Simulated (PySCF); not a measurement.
**Atomic charges against the basis set**

C5H8.
Z-matrix (Å and degrees, PBE0-D3(BJ)/def2-SVP geometry), rows numbered from 1:
```
C 
C   1  1.3333
C   2  1.5013  1  125.24
C   3  1.5014  2  112.02  1   116.37
C   4  1.3333  3  125.23  2   116.97
H   1  1.0953  2  121.46  3     0.94
H   1  1.0931  2  121.53  3  -179.34
H   2  1.0973  1  119.24  3   178.61
H   3  1.1039  2  109.74  1  -122.33
H   3  1.1040  2  109.09  1    -5.29
H   4  1.0974  3  115.51  2   -61.79
H   5  1.0952  4  121.50  3     0.83
H   5  1.0931  4  121.50  3  -179.40
```

PBE0 throughout (PySCF), one geometry, spherical d and f functions. Isolated species at its PBE0-D3(BJ)/def2-SVP geometry (one conformer only). Atoms taken as equivalent share a column and are averaged.

Mulliken charges (e):

```csv
basis,functions,C1/C5,C2/C4,C3,H6/H12,H7/H13,H8/H11,H9/H10
STO-3G,33,-0.174,-0.075,-0.157,+0.078,+0.081,+0.080,+0.088
6-31G,61,-0.360,-0.074,-0.444,+0.153,+0.158,+0.166,+0.179
pcSseg-0,61,-0.407,-0.224,-0.584,+0.213,+0.219,+0.231,+0.259
6-31G*,86,-0.396,-0.075,-0.431,+0.164,+0.171,+0.169,+0.183
def2-SVP,110,-0.081,-0.119,+0.038,+0.044,+0.052,+0.040,+0.045
cc-pVDZ,110,-0.032,-0.118,+0.020,+0.035,+0.044,+0.019,+0.042
pcSseg-1,125,-0.171,-0.228,-0.164,+0.114,+0.123,+0.113,+0.132
"6-311+G(2d,p)",183,-0.411,+0.140,-0.405,+0.111,+0.119,+0.109,+0.135
aug-cc-pVDZ,187,+0.225,+0.990,+0.610,-0.419,-0.383,-0.538,-0.179
def2-TZVP,203,-0.283,-0.127,-0.133,+0.120,+0.127,+0.116,+0.113
IGLO-III,255,-0.236,-0.072,-0.197,+0.087,+0.109,+0.099,+0.112
cc-pVTZ,262,-0.279,-0.101,-0.129,+0.110,+0.120,+0.118,+0.097
```

IAO charges (e):

```csv
basis,functions,C1/C5,C2/C4,C3,H6/H12,H7/H13,H8/H11,H9/H10
STO-3G,33,-0.270,-0.133,-0.268,+0.129,+0.135,+0.132,+0.142
6-31G,61,-0.325,-0.126,-0.276,+0.143,+0.152,+0.145,+0.148
pcSseg-0,61,-0.308,-0.130,-0.280,+0.138,+0.148,+0.143,+0.149
6-31G*,86,-0.313,-0.122,-0.261,+0.138,+0.147,+0.139,+0.142
def2-SVP,110,-0.308,-0.119,-0.258,+0.135,+0.144,+0.137,+0.140
cc-pVDZ,110,-0.318,-0.123,-0.263,+0.139,+0.149,+0.141,+0.143
pcSseg-1,125,-0.318,-0.125,-0.262,+0.139,+0.149,+0.142,+0.144
"6-311+G(2d,p)",183,-0.331,-0.127,-0.268,+0.144,+0.154,+0.146,+0.147
aug-cc-pVDZ,187,-0.331,-0.126,-0.267,+0.144,+0.154,+0.146,+0.147
def2-TZVP,203,-0.330,-0.126,-0.268,+0.144,+0.153,+0.146,+0.147
IGLO-III,255,-0.332,-0.127,-0.269,+0.145,+0.154,+0.146,+0.148
cc-pVTZ,262,-0.330,-0.126,-0.269,+0.144,+0.153,+0.145,+0.147
```

Q: Which scheme is steadiest as the basis changes?

A: Largest range over the bases for any column: IAO 0.06 e, Mulliken 1.22 e. IAO charges move least and Mulliken charges most, counted in e. Without the minimal STO-3G basis the ranges are IAO 0.02, Mulliken 1.22 e.

Q: How much do the charges still move between the two largest bases, IGLO-III and cc-pVTZ?

A: At most, over all atoms: Mulliken 0.068 e, IAO 0.002 e.

Q: What do the same runs give for the total energy, the frontier levels and the dipole moment?

A: 
```csv
basis,energy (Eh),HOMO (eV),LUMO (eV),μ (D)
STO-3G,-192.6960,-5.56,3.24,0.09
6-31G,-195.0041,-7.11,0.36,0.07
pcSseg-0,-194.6202,-7.42,0.09,0.06
6-31G*,-195.0432,-7.07,0.33,0.07
def2-SVP,-194.9104,-7.30,0.02,0.11
cc-pVDZ,-195.0606,-7.23,0.08,0.10
pcSseg-1,-195.0257,-7.37,-0.12,0.11
"6-311+G(2d,p)",-195.1044,-7.37,-0.31,0.13
aug-cc-pVDZ,-195.0711,-7.36,-0.32,0.14
def2-TZVP,-195.1190,-7.35,-0.20,0.12
IGLO-III,-195.1253,-7.37,-0.28,0.14
cc-pVTZ,-195.1160,-7.33,-0.13,0.12
```
